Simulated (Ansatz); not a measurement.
System: dimethylether, C₂H₆O, charge 0, multiplicity 1. SMILES: COC
Structure (B3LYP-D3(BJ)/def2-TZVP (Ansatz, a first-principles code) minimum search):
```xyz
9

C      0.0048     1.1709    -0.2006
O      0.0068     0.0028     0.5882
C     -0.0092    -1.1727    -0.1892
H      0.0177     2.0231     0.4773
H      0.8882     1.2176    -0.8515
H     -0.8928     1.2283    -0.8310
H     -0.0065    -2.0184     0.4970
H     -0.9074    -1.2256    -0.8191
H      0.8735    -1.2363    -0.8396
```

Wanted: enthalpy of formation at 298 K, in kcal/mol. Terms: no dispersion term unless named; non-relativistic; no spin-orbit coupling; open shells spin-unrestricted. First-principles rows: single points at B3LYP-D3(BJ) geometries (Ansatz), with unscaled harmonic terms from B3LYP/6-31G* at its own minima, enthalpies of formation by atomisation with measured atoms.

```
species  coefficient  E at HF/3-21G (Ansatz), Eh  E at PBE/def2-TZVPD (Ansatz), Eh  H(298 K) - E, kcal/mol
-------  -----------  --------------------------  --------------------------------  ----------------------
COC               +1                  -153.21183                        -154.88966                   53.68
C atom            -2                   -37.48107                         -37.79605                       -
H atom            -6                    -0.49620                          -0.49962                       -
O atom            -1                   -74.39366                         -75.01069                       -
```

The atoms take no thermal term, since their enthalpies of formation at 0 K are used: the result is the sum of coefficient times E, plus the molecule's thermal term, plus number times (enthalpy of formation minus H(298) - H(0)) over the atoms. Measured values of the atoms (G2/97 table in ASE), kcal/mol:

```json
[
 {"atom": "C", "number": "2", "enthalpy of formation of the gas at 0 K": "169.98", "H(298) - H(0) of the element's standard state": "0.25"},
 {"atom": "H", "number": "6", "enthalpy of formation of the gas at 0 K": "51.63", "H(298) - H(0) of the element's standard state": "1.01"},
 {"atom": "O", "number": "1", "enthalpy of formation of the gas at 0 K": "58.99", "H(298) - H(0) of the element's standard state": "1.04"}
]
```

Measured values: Active Thermochemical Tables 1.112 (ions: stationary electron), as tabulated in the package chemicals; they hold spin-orbit and core effects, anharmonicity.  Value to compare with, the measured value: -44.0 kcal/mol. 1 Eh = 627.5095 kcal/mol.

Compute it at each level from the table, and compare with the measured value.


- HF/3-21G: the sum of coefficient times E is -0.87883 Eh, or -551.47 kcal/mol; the thermal terms add 53.68; the atoms' measured terms add 701.13. Result: 203.3 kcal/mol. Its error against the measured value is 247.3 kcal/mol.
- PBE/def2-TZVPD: the sum of coefficient times E is -1.28915 Eh, or -808.95 kcal/mol; the thermal terms add 53.68; the atoms' measured terms add 701.13. Result: -54.1 kcal/mol. Its error against the measured value is -10.1 kcal/mol.
